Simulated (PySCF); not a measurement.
## TDDFT beside published excitation energies

Published values to compare with (the computed states carry no symmetry labels, so the two lists aren't matched line by line):

| state | E (eV) | f | kind of transition | source |
| --- | --- | --- | --- | --- |
| 3B1u(π→π*) | 4.36 |  | band maximum or as reported | [1] |
| 3B1u(π→π*) | 4.48 |  | vertical absorption | [2] |
| 3B1u(π→π*) | 4.54 |  | vertical absorption | [3] |
| 3B3u(π→3s) | 6.98 |  | band maximum or as reported | [1] |
| 1B3u(π→3s) | 7.11 |  | band maximum or as reported | [1] |
| 3B3u(π→3s) | 7.23 |  | vertical absorption | [3] |
| 1B3u(π→3s) | 7.39 | 0.078 | vertical absorption | [3] |
| 1B1u(π→π*) | 7.60 |  | band maximum or as reported | [1] |
| 3B1g(π→3p) | 7.79 |  | band maximum or as reported | [1] |
| 1B1g(π→3p) | 7.80 |  | band maximum or as reported | [1] |
| 1B1u(π→π*) | 7.93 | 0.346 | vertical absorption | [3] |
| 3B1g(π→3p) | 7.98 |  | vertical absorption | [3] |
| 1B1g(π→3p) | 8.08 |  | vertical absorption | [3] |
| 1B1u(π→π*) | 8.37 |  | vertical absorption | [2] |
| 1Ag(genuine double) | 12.90 |  | vertical absorption | [4] |
| 1Ag(double) | 12.92 |  | vertical absorption | [3] |

[1] measured, gas; Loos, Scemama, Blondel, Garniron, Caffarel, Jacquemin (2018), arXiv:1807.02045, literature column
[2] computed, CC3/TZVP, gas; arXiv:2401.06101 (2024), CC3 reference column of Thiel's set
[3] computed, theoretical best estimate (aug-cc-pVTZ, frozen core, CC3 geometry), gas; Veril, Scemama, Caffarel, Lipparini, Boggio-Pasqua, Jacquemin, Loos, WIREs Comput. Mol. Sci. 2021, 11, e1517 (QUESTDB)
[4] computed, theoretical best estimate (aug-cc-pVTZ), gas; Kossoski, Boggio-Pasqua, Loos, Jacquemin, double excitations: improvement and extension (2024), arXiv:2403.19597

C₂H₄.
Z-matrix (Å and degrees, PBE0-D3(BJ)/def2-SVP geometry), rows numbered from 1:
```
C 
C   1  1.3304
H   1  1.0943  2  121.54
H   1  1.0944  2  121.78  3  -179.93
H   2  1.0944  1  121.64  3    -0.06
H   2  1.0944  1  121.75  3   179.88
```

Computed, not measured: TDDFT CAM-B3LYP/def2-SVPD, vertical, gas phase, core orbitals frozen in the response (PySCF).

Computed singlets: 7.64 eV (f 0.068); 7.78 eV (f 0.371); 8.09 eV (f 0.000); 8.43 eV (f 0.000); 8.99 eV (f 0.000); 9.63 eV (f 0.000).

Q: How does the lowest computed singlet compare with the best estimate listed for the lowest singlet (vertical absorption)?

A: 7.64 eV against 7.39 eV for 1B3u(π→3s) [3]: a difference of +0.25 eV. Geometry and basis of the two calculations needn't be the same.

Note on [4]: supersedes the 2021 QUESTDB value where one exists.

A measured band maximum holds vibronic effects and, in solution, solvent shifts, so it needn't equal the vertical energy.

States of double-excitation character are out of reach of adiabatic linear-response TDDFT and have no counterpart, or a poor one, in the computed list.

Time: 1.9 s wall; peak memory 0.34 GiB. Hardware: Arm Neoverse V1, one thread, no GPU, shared host with 32 logical CPUs at a one-minute load of 22.
